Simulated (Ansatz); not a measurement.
A nudged elastic band was laid between two geometries of AlH5S (7 atoms, charge 0, multiplicity 1).

Theory: Ansatz, RKS B3LYP/def2-SVP.

| Item | Value |
| --- | --- |
| movable images | 7 |
| climbing image | yes |
| spring | 5.0 eV/Å² |
| optimiser | quadratic models (default) |
| start path | through a guess of the saddle point |
| force threshold | 0.05 eV/Å |
| iteration limit | 60 |
| end points | relaxed |

Image 0:

```xyz
7
Properties=species:S:1:pos:R:3
Al -0.020 0.093 -0.016
H -0.524 0.583 1.416
H 1.524 0.251 -0.374
H -1.088 -0.039 -1.193
S 0.087 -2.481 0.497
H -1.154 -2.628 1.022
H 0.674 -2.422 1.717
```

Image 8:

```xyz
7
Properties=species:S:1:pos:R:3
Al 0.104 -0.720 -0.320
H 0.069 0.387 2.055
H 1.501 -0.007 -0.496
H -1.293 -0.003 -0.502
S 0.168 -2.892 0.034
H -1.176 -3.058 0.053
H 0.126 -0.350 2.245
```

Problem. What changes between the two ends?

Solution. Bonds broken: Al1–H2, S5–H7. Bonds formed: H2–H7. AlH5S becomes AlH3S + H2.

Problem. What energy profile does the band end with?

Solution. The run converged. The highest image is number 4 of 0 to 8, 0.56 eV above the first end and 0.99 eV above the last; the last end lies 0.44 eV below the first. A vibrational analysis at the climbing image gives one clearly imaginary mode, 1004i cm⁻¹: a first-order saddle point. The orbitals stay closed-shell, which can raise the energy where a bond breaks towards radicals; this wasn't checked here.

```json
{"image": "0", "path coordinate (Å)": "0.00", "energy (eV)": "0.00", "Al1–H2 (Å)": "1.60", "S5–H7 (Å)": "1.36", "H2–H7 (Å)": "3.25"}
{"image": "1", "path coordinate (Å)": "0.55", "energy (eV)": "0.01", "Al1–H2 (Å)": "1.60", "S5–H7 (Å)": "1.35", "H2–H7 (Å)": "3.06"}
{"image": "2", "path coordinate (Å)": "1.10", "energy (eV)": "0.07", "Al1–H2 (Å)": "1.60", "S5–H7 (Å)": "1.35", "H2–H7 (Å)": "2.49"}
{"image": "3", "path coordinate (Å)": "1.64", "energy (eV)": "0.25", "Al1–H2 (Å)": "1.61", "S5–H7 (Å)": "1.37", "H2–H7 (Å)": "1.83"}
{"image": "4", "path coordinate (Å)": "2.19", "energy (eV)": "0.56", "Al1–H2 (Å)": "1.71", "S5–H7 (Å)": "1.61", "H2–H7 (Å)": "1.17"}
{"image": "5", "path coordinate (Å)": "2.67", "energy (eV)": "0.04", "Al1–H2 (Å)": "1.94", "S5–H7 (Å)": "2.09", "H2–H7 (Å)": "0.83"}
{"image": "6", "path coordinate (Å)": "3.14", "energy (eV)": "-0.33", "Al1–H2 (Å)": "2.23", "S5–H7 (Å)": "2.57", "H2–H7 (Å)": "0.77"}
{"image": "7", "path coordinate (Å)": "3.61", "energy (eV)": "-0.42", "Al1–H2 (Å)": "2.44", "S5–H7 (Å)": "2.96", "H2–H7 (Å)": "0.76"}
{"image": "8", "path coordinate (Å)": "4.09", "energy (eV)": "-0.44", "Al1–H2 (Å)": "2.62", "S5–H7 (Å)": "3.37", "H2–H7 (Å)": "0.76"}
```

Problem. What is the geometry of the highest image?

Solution. 
```xyz
7
Properties=species:S:1:pos:R:3
Al 0.113 -0.236 -0.072
H -0.109 -0.065 1.612
H 1.564 0.232 -0.475
H -1.246 -0.004 -0.842
S 0.247 -2.570 0.695
H -1.089 -2.780 0.618
H 0.018 -1.221 1.534
```

Problem. What are the harmonic wavenumbers there?

Solution. 1004i, 303, 338, 438, 606, 698, 729, 754, 1033, 1242, 1365, 1681, 1945, 1966, 2667 cm⁻¹.

Run time: 2.2 min on 1 thread of Arm Neoverse V1, with other jobs on the host, peak memory 0.11 GiB.
